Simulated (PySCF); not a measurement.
Gas-phase reaction: 2 SiO + O2 → 2 SiO2

Computed with PySCF and rigid-rotor harmonic-oscillator thermochemistry at 1 bar. 'Table' is the NASA 1993 thermochemical table (part measured, part estimated). After a fit of one offset per element over all species, the range-separated, M06-2X, PBE0/def2-QZVP and CCSD(T)/def2-TZVPP enthalpies, where run, lie to one side of the table for SiO2 (+35 kJ/mol): a fault of the table's entry, another state or a shared error of the levels is possible; this was not checked at source. † marks an energy on the PBE0/def2-TZVP geometry and frequencies; other levels use their own. MP2 and CCSD(T) freeze the core. 6-31G* has spherical d functions here. Open shells (unrestricted): O2 (multiplicity 3); the rest are closed-shell singlets. B3LYP is the form with VWN-RPA correlation. MP2 isn't extrapolated to the basis-set limit; its ΔH°(298 K) is -305.6 kJ in def2-SVP and -411.0 kJ in def2-TZVPP. CCSD(T) isn't extrapolated to the basis-set limit; its ΔH°(298 K) is -245.0 kJ in def2-SVP and -343.7 kJ in def2-TZVPP. The harmonic model lacks anharmonicity and excited electronic states, which grow with temperature; levels with a mode under 35 cm⁻¹ are left out. The table's entry may be an old estimate for SiO, SiO2 (not checked at source). Warning, large T1 diagnostic: SiO, SiO2 (CCSD(T)/def2-TZVPP†).

| level | ΔH°(298 K), kJ | minus table | ΔG°(800 K), kJ |
|---|---|---|---|
| table | -410.0 | - | -274.9 |
| B3LYP/def2-TZVP† | -325.6 | 84.4 | -194.9 |
| BLYP/def2-TZVP† | -330.9 | 79.1 | -200.3 |
| CCSD(T)/def2-TZVPP† | -343.7 | 66.3 | -213.1 |
| HF/6-31G* | -156.8 | 253.2 | -23.5 |
| MP2/def2-SVP† | -305.6 | 104.4 | -174.9 |
| PBE/def2-SVP | -280.7 | 129.3 | -151.4 |
| LDA/def2-TZVP† | -392.2 | 17.8 | -261.6 |
| ωB97M-V/def2-TZVP† | -324.3 | 85.7 | -193.7 |
| ωB97X-V/def2-TZVP† | -324.1 | 85.9 | -193.4 |
